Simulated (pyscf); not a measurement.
Homolytic dissociation enthalpies at 298 K of Ge–Ge, Ge–Sn, Si–Si bonds in 8 gas-phase molecules, in eV. Structures and frequencies: ωB97X-D3(BJ)/def2-SVP in PySCF. Both columns use the same structures and thermal terms. Rows were drawn at random from the closed-shell molecules with such a bond whose radicals are computed, keep their shape and have no isomer in the data more than 5 kcal/mol lower.

```json
[
 {"row": "1", "molecule": "Cl–GeH₂–Ge(Cl)(Cl)–Cl", "radicals": "Cl–GeH₂• + Cl–Ge•(Cl)–Cl", "PBE/def2-TZVP": "2.47", "ωB97M-D3(BJ)/def2-TZVP": "2.68"},
 {"row": "2", "molecule": "F–SiH₂–Si(F)(F)–F", "radicals": "F–SiH₂• + F–Si•(F)–F", "PBE/def2-TZVP": "3.27", "ωB97M-D3(BJ)/def2-TZVP": "3.58"},
 {"row": "3", "molecule": "Cl–Si(Cl)(Cl)–Si(Cl)(Cl)–Cl", "radicals": "Cl–Si•(Cl)–Cl + Cl–Si•(Cl)–Cl", "PBE/def2-TZVP": "2.87", "ωB97M-D3(BJ)/def2-TZVP": "3.33"},
 {"row": "4", "molecule": "Cl–SiH₂–Si(Cl)(Cl)–Cl", "radicals": "•H₂Si–Cl + Cl–Si•(Cl)–Cl", "PBE/def2-TZVP": "2.95", "ωB97M-D3(BJ)/def2-TZVP": "3.32"},
 {"row": "5", "molecule": "H₃Si–SiH(SiH₃)–SiH(SiH₃)–SiH₃", "radicals": "H₃Si–SiH•–SiH₃ + H₃Si–SiH•–SiH₃", "PBE/def2-TZVP": "2.79", "ωB97M-D3(BJ)/def2-TZVP": "?"},
 {"row": "6", "molecule": "H₃Si–SiH(SiH₃)–Cl", "radicals": "SiH₃• + H₃Si–SiH•–Cl", "PBE/def2-TZVP": "2.97", "ωB97M-D3(BJ)/def2-TZVP": "3.21"},
 {"row": "7", "molecule": "H₂N–SiH₂–Si(NH₂)(SiH₃)–SiH₃", "radicals": "H₂N–SiH₂• + H₂N–Si•(SiH₃)–SiH₃", "PBE/def2-TZVP": "2.60", "ωB97M-D3(BJ)/def2-TZVP": "2.96"},
 {"row": "8", "molecule": "H₃C–GeH₂–Sn(Cl)(Cl)–Cl", "radicals": "H₃C–GeH₂• + Cl–Sn•(Cl)–Cl", "PBE/def2-TZVP": "2.43", "ωB97M-D3(BJ)/def2-TZVP": "2.65"}
]
```

Q: Fit a line that carries the PBE values to the last column and predict row 5.

A: In the 7 complete rows the last column lies 0.21 to 0.46 eV from PBE (mean 0.31, median 0.31). Least squares gives y = 0.00 + 1.11·x with residuals of 0.08 eV (root mean square). For row 5: 0.00 + 1.11 × 2.79 = 3.10 eV. The computed value is 3.10 eV, on the line. Elements up to Kr have no core potential and no relativistic terms here. Elements past Kr carry the def2 core potentials, without spin-orbit coupling.
